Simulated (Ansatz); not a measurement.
Results of PBEsol (PAW; Ansatz, a first-principles code) for 1T (CdI2-type) SnSe₂.

Run with plane-wave cutoff 520 eV, 12×12×6 k mesh (along the axes of the cell as run), Fermi–Dirac smearing 0.01 eV, scalar-relativistic PAW data made under PBE.

Cell (measured lattice):

```yaml
crystal:
  lattice:
    - [3.81100, 0.00000, 0.00000]
    - [-1.90550, 3.30042, 0.00000]
    - [0.00000, 0.00000, 6.14000]
  atoms:
    - { symbol: Sn, position: [0.00000, 0.00000, 0.00000] }
    - { symbol: Se, position: [0.33333, 0.66667, 0.25869] }
    - { symbol: Se, position: [0.66667, 0.33333, 0.74131] }
```

Q: Estimate the band gap and smallest direct gap on the k points sampled that the calculation returns.

A: 
- band gap = 0.45 eV
- smallest direct gap on the k points sampled = 1.01 eV

Measured, for comparison: band gap 0.98 eV (temperature not stated, not corrected to a static lattice, indirect, our sources range from 0.98 to 1.06; as tabulated in Gonzalez and Oleynik (2016), arXiv:1609.04381).

Note: cell and atoms aren't relaxed at this level (pressure 0.2 GPa).

Spin–orbit coupling is not included.

Cost on a shared machine: roughly 40 core-seconds.
